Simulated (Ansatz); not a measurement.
```yaml
crystal:
  periodic: [false, false, false]
  atoms:
    - {symbol: Li, position_ang: [-0.867880, -0.544481, -1.097314]}
    - {symbol: Li, position_ang: [1.667123, -0.758500, 0.090931]}
    - {symbol: Li, position_ang: [-0.799243, 1.302981, 1.006383]}
basis:
  gaussian: {orbitals: def2-TZVP}
magnetization: {spin_polarized: true, initial_magnetization: 1}
hamiltonian: {xc: {name: r2SCAN50}}
scf: {omitted_lower_state_checks: [starts]}
output: {forces: true}
```

```sh
$ ansatz run in.yaml --threads 4 --pin off --events-out ev --progress --plain --max-ram 3916MiB
```

Output, abridged:

```
Functional definition: r2SCAN50
456 factors; integrals over basis functions are off by at most 1.7e-4 eV
mean field evaluation 1: about -611.8607 eV, gradient 2.3e0 eV
mean field evaluation 2: about -611.9311 eV, gradient 5.0e-1 eV
mean field evaluation 4: about -611.9305 eV, gradient 5.0e-1 eV
mean field evaluation 8: about -611.9595 eV, gradient 1.3e-1 eV
mean field evaluation 16: about -611.9668 eV, gradient 5.0e-3 eV
mean field evaluation 32: about -611.9668 eV, gradient 2.3e-6 eV
mean field -611.96676284 eV, -22.4893637282 hartree, gradient 2.8e-6 eV, S^2 0.863881; 0 other end points of the search recorded, 0 dependent functions left out
reference -611.96679230 eV, -22.4893648110 hartree; 5, 4 occupied and 37, 38 virtual orbitals, 456 factors
Total energy: -611.96679230 eV, -22.4893648110 hartree
Atom 0 at    -0.867880    -0.544481    -1.097314 Å, force    -0.010009    -0.009132    -0.015843 eV/Å
Atom 1 at     1.667123    -0.758500     0.090931 Å, force     0.018395    -0.008131     0.001269 eV/Å
Atom 2 at    -0.799243     1.302981     1.006383 Å, force    -0.008385     0.017263     0.014574 eV/Å
Dipole moment:     0.072128     0.045767     0.091773 e Å
Checks for a lower state left out: starts
```

Run time 1.4 s (4 threads of Arm Neoverse V1 on a shared host).

The charge 0 doublet is spin-contaminated (final ⟨S²⟩ up to 0.86, 0.75 for a pure state).
